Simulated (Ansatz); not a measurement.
A made-up structure of C2H4B, doublet:

B1  (0.899, -0.098, 0.698)
C2  (-0.060, 0.294, -0.212)
C3  (-1.254, -0.284, -0.733)
H4  (-2.154, -0.641, -1.165)
H5  (0.083, 1.280, -0.679)
H6  (1.795, 0.579, 0.946)
H7  (0.838, -1.111, 1.239)
(Å)

It is relaxed with PBE-D4/def2-SVP and then PBE0-D4/def2-TZVP (Ansatz 0.2.0). Atoms count as bonded within 1.22 times the sum of their covalent radii (H–H: 0.88 Å). The end point is not checked to be a true minimum.

(1) Does its bonding change? (Judge from chemistry; the calculation decides.)

Answers

(1) By the calculation: No: no bond forms or breaks.

Where it ends: The first stage lowers the energy by 1.16 eV in 9 steps. It ends as C₂H₄B ([BH2][CH][CH]):
| atom | x (Å) | y (Å) | z (Å) |
| --- | --- | --- | --- |
| B1 | 0.9212 | -0.1196 | 0.7261 |
| C2 | -0.1468 | 0.3238 | -0.2918 |
| C3 | -1.1712 | -0.4494 | -0.5757 |
| H4 | -2.0504 | -0.4382 | -1.2094 |
| H5 | -0.0726 | 1.2932 | -0.7991 |
| H6 | 1.8507 | 0.5898 | 0.9786 |
| H7 | 0.8157 | -1.1805 | 1.2643 |

Labels in which every atom is bracketed show which atoms are joined, not bond orders.

For scale, one of the runs: PBE0-D4/def2-TZVP relaxation, 117 basis functions, launched by `ansatz run in.yaml --threads 2 --pin off --events-out ev --progress --plain --max-ram 4352MiB`. The run took about 10 s on 2 CPU threads of an Arm Neoverse V2 (shared host).
